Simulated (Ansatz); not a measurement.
**CH3Cl (triplet): the correlation ladder at distance Cl1–H2 along a hydrogen transfer = 1.570 Å, cc-pVDZ**

Aim: climb from Hartree-Fock through coupled cluster and multireference methods for CH3Cl (triplet) at one geometry and basis, and see what each rung misses.

The runs use Ansatz 0.2.0, Gaussian basis; cc-pVDZ, core rule «outside noble gas», up to 6 orbitals frozen.

Plan: UHF; CCSD(T) on ROHF; CCSD(T) on UHF; BCCD(T) on ROHF; CISD; CCSDT(Q) on ROHF; CCSDT(Q) on UHF; CASSCF and MRCISD+Q, 4 electrons in 4 orbitals; CASSCF and NEVPT2, 4 electrons in 4 orbitals; CASSCF and MRCISD+Q, 14 electrons in 11 orbitals; CASSCF and NEVPT2, 14 electrons in 11 orbitals.

11 further runs of the same task are left out: 1 for a mislabelled method, 8 that didn't finish, 2 set aside as unsound or not needed.

## 1. What is computed

The geometry derives from fragments relaxed apart (PBE0/def2-TZVP) and kept rigid, so it is no stationary point. A hydrogen atom is moved between rigid fragments.

5 atoms, charge 0, spin multiplicity 3.

Atoms are counted from 1 here; the program's logs count them from 0.

Bond lengths: Cl1–H2 1.570 Å, H2–C3 1.090 Å, C3–H4 1.079 Å, C3–H5 1.079 Å. Angles: Cl1–H2–C3 180.0°, H2–C3–H4 112.6°, H2–C3–H5 112.6°, H4–C3–H5 134.8°.

## 2. UHF

File in.yaml:

```yaml
crystal:
  periodic: [false, false, false]
  atoms:
    - {symbol: Cl, position_ang: [-0.786901, 0.000000, 0.000000]}
    - {symbol: H, position_ang: [0.783099, 0.000000, 0.000000]}
    - {symbol: C, position_ang: [1.873099, 0.000000, 0.000000]}
    - {symbol: H, position_ang: [2.287567, 0.000000, 0.996161]}
    - {symbol: H, position_ang: [2.287567, 0.000000, -0.996161]}
basis:
  gaussian: {orbitals: cc-pVDZ}
magnetization: {spin_polarized: true, initial_magnetization: 2}
hamiltonian: {xc: hf}
output: {orbitals: {seedname: orbitals}}
```

Run with:

```bash
$ ansatz run in.yaml --threads 1 --pin off --events-out ev --progress --plain --max-ram 2393MiB
```

After this run come: CCSD(T) on ROHF; CCSD(T) on UHF; BCCD(T) on ROHF; CISD; CCSDT(Q) on ROHF; CCSDT(Q) on UHF; CASSCF and MRCISD+Q, 4 electrons in 4 orbitals; CASSCF and NEVPT2, 4 electrons in 4 orbitals; CASSCF and MRCISD+Q, 14 electrons in 11 orbitals; CASSCF and NEVPT2, 14 electrons in 11 orbitals.

Before running them: what should the planned runs give, taken together? Wanted: UCCSDT(Q) below the RHF energy; RMP2 from UCCSDT(Q); UMP2 from UCCSDT(Q); RCCSD from UCCSDT(Q); RCCSD(T) from UCCSDT(Q); UCCSD(T) from UCCSDT(Q); RCCSDT(Q) from UCCSDT(Q); NEVPT2 pair from UCCSDT(Q); MRCISD+Q pair from UCCSDT(Q).

As calculated:

| quantity | value |
| --- | --- |
| UCCSDT(Q) below the RHF energy | -8.3700 eV |
| RMP2 from UCCSDT(Q) | +26.34 kcal/mol |
| UMP2 from UCCSDT(Q) | +27.43 kcal/mol |
| RCCSD from UCCSDT(Q) | +4.20 kcal/mol |
| RCCSD(T) from UCCSDT(Q) | +0.70 kcal/mol |
| UCCSD(T) from UCCSDT(Q) | +0.70 kcal/mol |
| RCCSDT(Q) from UCCSDT(Q) | +0.02 kcal/mol |
| NEVPT2 pair from UCCSDT(Q) | +27.20 kcal/mol |
| MRCISD+Q pair from UCCSDT(Q) | +1.50 kcal/mol |
| NEVPT2 valence from UCCSDT(Q) | +33.93 kcal/mol |
| levels within 1 kcal/mol (43 meV) | RCCSD(T), UCCSD(T), BCCD(T), RCCSDT, UCCSDT, RCCSDT(Q), MRCISD+Q valence |
| T1 diagnostic | 0.019 |
| effectively unpaired electrons | 2.01 |

RCCSD(T) misses by +0.70 kcal/mol, 0.4 % of the correlation energy. One determinant dominates. Of the multireference levels listed MRCISD+Q valence comes nearest in total energy (+0.85 kcal/mol), which doesn't show that its space is the better one. These misses are within one basis, not against nature; the frozen cores of restricted and unrestricted runs differ, which can shift their rows.
